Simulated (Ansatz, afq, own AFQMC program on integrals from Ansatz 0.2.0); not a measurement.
Two steps: Ansatz 0.2.0 writes the Fock matrix and Cholesky factors of the valence space, and afq projects on them the lowest state that overlaps trial and start.

```yaml
crystal:
  periodic: [false, false, false]
  atoms:
    - {symbol: Mn, position_ang: [0.000000, 0.000000, 4.391053]}
    - {symbol: C, position_ang: [0.000000, 0.000000, -1.037947]}
    - {symbol: H, position_ang: [0.000000, 0.890458, -1.676553]}
    - {symbol: H, position_ang: [0.000000, -0.890458, -1.676552]}
basis:
  gaussian: {orbitals: def2-SVP}
magnetization: {spin_polarized: false, initial_magnetization: 5}
correlation: {method: ccsd_t, electrons: outside_noble_gas, hamiltonian_folder: ham}
```

```sh
$ ansatz run in.yaml --threads 1 --pin off --events-out ev --progress --plain --max-ram 24576MiB --backend cuda --devices 0, --max-vram 18GiB
```

afq runs on the folder ham with

```
--method phaseless --trial cisd --walkers 4000 --populations 20 --least-time 60 --time-step 0.005 --steps-per-block 50 --equilibration-blocks 40 --max-blocks 4000 --target-error 0.00043 --factor-cut 1e-05 --start spin_pure --seed 4750 --release-times 0.24,0.6,1.2,1.8,2.6 --release-step 0.04 --release-every 3 --taylor-order 6
```

Times are imaginary, in 1/Eh. The walk had a cap of 203 s. With eight or more populations the least sampling time is a fifth of least-time, and the error comes from their spread.

```
orbitals 45  electrons 9 4  factors 353 of 607
reference energy -1188.53987094 Eh
CCSD correlation -0.22388466 Eh in 15 cycles, weight of the determinant in the CISD state 0.8573
energy of the start -1188.763756 Eh
 block  time / (1/Eh)  mean weight  energy / Eh
     1     0.250  0.9998  -1188.760921
     2     0.500  1.0002  -1188.761993
     3     0.750  0.9999  -1188.763290
     4     1.000  0.9999  -1188.764318
     5     1.250  1.0001  -1188.764843
     8     2.000  0.9999  -1188.766484
    11     2.750  0.9998  -1188.767991
    17     4.250  1.0002  -1188.767576
    23     5.750  1.0001  -1188.767905
    29     7.250  1.0001  -1188.769321
    35     8.750  1.0003  -1188.769090
    41    10.250  0.9999  -1188.769075
    47    11.750  0.9999  -1188.769475
    53    13.250  0.9998  -1188.768932
    59    14.750  0.9998  -1188.769825
    65    16.250  1.0005  -1188.770903
    71    17.750  0.9998  -1188.769852
    77    19.250  0.9999  -1188.770496
    83    20.750  1.0000  -1188.770542
    89    22.250  0.9999  -1188.770018
error from the spread of 20 populations
released: time / (1/Eh)  energy / Eh  error  mean overlap
  0.24  -1188.769870  0.000154  0.9984
  0.60  -1188.769891  0.000138  0.9949
  1.20  -1188.770289  0.000179  0.9842
  1.80  -1188.770006  0.000227  0.9782
  2.60  -1188.770256  0.000258  0.9672
energy -1188.769871 +/- 0.000173 Eh
(rows thinned)
```

Estimate how long the walk took on 1 × NVIDIA H100 80GB HBM3 with 2 threads of AMD EPYC 7R13 Processor (Zen 3), with other jobs on the host (the card was shared).

49 s of wall time.

The run passed its tests (sampling time, drift between the halves within three errors, error under three times the target), which doesn't prove that it has relaxed.

Against this walk (error 4.7 meV) on the same determinant: CCSD(T) 37.1 meV higher, CCSDT(Q) 4.4 meV higher (within the noise). The error is statistical and leaves out the bias of the constraint. Released to 2.60 1/Eh the energy moves by -10 ± 8 meV (both errors), within twice the noise.

Cautions: constraint bias not in the error; no relativity below Rb; outer-core shells of the metal frozen; lower spins were not checked; higher spins were not checked; a spin-contaminated unrestricted determinant lies lower (UHF 681 meV lower, ⟨S²⟩ 9.55).

CCSDT and higher add their correlation energy to the determinant of the CCSD(T) run, since their own runs factorise the integrals more tightly (a shift of under 2 meV). A walk keeps the symmetry of its determinant, which the program's search chose and which needn't be the lowest solution, so a lower state of the same spin and another symmetry isn't excluded.
